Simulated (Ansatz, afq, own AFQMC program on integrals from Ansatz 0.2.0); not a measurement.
Where AFQMC and coupled cluster stand for NH₃O, triplet

```xyz
5

O    -1.0590    0.0024    0.0000
H    -1.3084    0.9289    0.0000
H    -0.0995    0.0024    0.0000
N     1.2050    0.0024    0.0000
H     1.4740   -1.0019    0.0000
```

Connectivity, by distances: OH2 ··· NH.

Basis cc-pVTZ. Noble-gas cores (and the filled d shells of Ga–Kr and In–Xe) are frozen. AFQMC by an in-house program on the Cholesky factors that Ansatz 0.2.0 writes for its CCSD(T) run. ph-AFQMC/CISD is guided by a CISD state made of CCSD amplitudes; releasing the constraint for a short imaginary time cuts its bias at the price of noise, slowly where states lie close. Error bars are statistical, one sigma.

Determinant: UHF, the one that the program's search chose, which needn't be the lowest solution. The geometry is a point of a scan.

No full CI on the walks' own integrals is used here. The released AFQMC energy serves as the reference, which it does only where one determinant dominates, the energy is flat over the last release times and near the phaseless one (40 meV or 2 meV an electron, half that with transition metals). On small molecules, where full CI could be run and the noise was under 10 meV, such values lay within 10 meV of it in 19 cases of 20, a flattering rate, since the rule was set on those same cases; what remains of the bias isn't in the error bar.

Cautions: lower spins were not checked; the released value is read at 1.62 1/Eh, later times being too noisy (meV from the phaseless value at times in 1/Eh: -18 ± 6 at 0.24, -20 ± 5 at 0.51, -29 ± 7 at 0.99, -29 ± 9 at 1.62, -43 ± 17 at 2.40).

The T1 diagnostic is 0.0164 and the weight of the determinant in the CISD state is 0.888. The ⟨S²⟩ of the determinant is 2.020 and the size of the correlated space is 14 electrons in 100 orbitals.

Reference: AFQMC with the constraint released, correlation energy -12.261 ± 0.009 eV.

```
        level  E − E(reference) (meV)  share of correlation (%)
           HF           12261.3 ± 8.9                      0.00
          MP2            1053.2 ± 8.9                     91.41
         CCSD             415.4 ± 8.9                     96.61
      CCSD(T)              47.0 ± 8.9                     99.62
ph-AFQMC/CISD             29.0 ± 10.3                     99.76
```

A walk keeps the symmetry of its determinant, which the program's search chose and which needn't be the lowest solution, so a lower state of the same spin and another symmetry isn't excluded. Released energies are given only where the last usable release times agree within the noise; a slower fall can still hide under it.
